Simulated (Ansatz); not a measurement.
The same path of ClH3OSi + H2 (8 atoms, charge 0, multiplicity 1) was run 3 times with different band settings. Lost on the way: Si1–O2, H7–H8. Made: Si1–H7, O2–H8.

The calculation used RKS PBE0/def2-SVP in Ansatz.

Relaxed end points:

```xyz
8
Properties=species:S:1:pos:R:3
Si -0.326 -0.500 -0.272
O -0.176 0.215 1.213
H 0.054 -0.347 1.961
Cl 1.470 -1.314 -0.895
H -0.718 0.578 -1.208
H -1.308 -1.619 -0.246
H 1.380 2.888 2.243
H 0.993 2.300 1.950
```

```xyz
8
Properties=species:S:1:pos:R:3
Si 0.517 -0.195 -0.198
O -0.706 0.896 1.918
H -0.759 1.853 1.812
Cl 1.462 -1.046 -1.859
H -0.622 0.586 -0.745
H 0.103 -1.333 0.661
H 1.550 0.665 0.440
H -0.176 0.776 2.714
```

Common settings: movable images 5; climbing image yes; spring 5.0 eV/Å²; optimiser quadratic models (default); start path through a guess of the saddle point; iteration limit 60; end points relaxed.

| run | force threshold |
| --- | --- |
| 1 | 0.05 eV/Å |
| 2 | 0.2 eV/Å |
| 3 | 0.5 eV/Å |

What does each run give, and how far can it be trusted?

Run 1: converged after 17 iterations, highest image 2.133 eV above the first end. Neighbouring images differ by up to 1.7 eV, so the band resolves the path poorly. A vibrational analysis at the climbing image gives one clearly imaginary mode, 1300i cm⁻¹: a first-order saddle point.
Run 2: converged after 16 iterations, highest image 2.145 eV above the first end. The threshold of 0.2 eV/Å is loose, so the images may lie well off the minimum-energy path. Neighbouring images differ by up to 1.7 eV, so the band resolves the path poorly. The order of the stationary point at the top wasn't checked.
Run 3: converged after 15 iterations, highest image 2.139 eV above the first end. The threshold of 0.5 eV/Å is loose, so the images may lie well off the minimum-energy path. Neighbouring images differ by up to 1.7 eV, so the band resolves the path poorly. The order of the stationary point at the top wasn't checked.
The orbitals stay closed-shell, which can raise the energy where a bond breaks towards radicals; this wasn't checked here.
